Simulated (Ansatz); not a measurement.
Rock-salt NbC was calculated with PBEsol (plane waves, PAW; Ansatz, a program for electronic structure).

A relaxed, unreconstructed slab of the (110) face has 16 atoms, two equal faces of 14.003 Å² each and an energy of -37941.1947 eV. A bulk cell of 4 atoms with the same orientation and in-plane k mesh has -9486.7821 eV. Energies are extrapolated to zero smearing.

Settings: plane-wave cutoff 500 eV, 10×14×1 k mesh (along the axes of the cell as run), Fermi–Dirac smearing 0.05 eV, scalar-relativistic PAW data made under PBE.

Worked out: γ = (E_slab − N E_bulk per atom)/2A = [-37941.1947 − 16 × (-9486.7821/4)]/(2 × 14.003) = 0.2119 eV/Å². With 16.022 J/m² per eV/Å² this is 3.39 J/m², or 2.97 eV per surface cell and face.
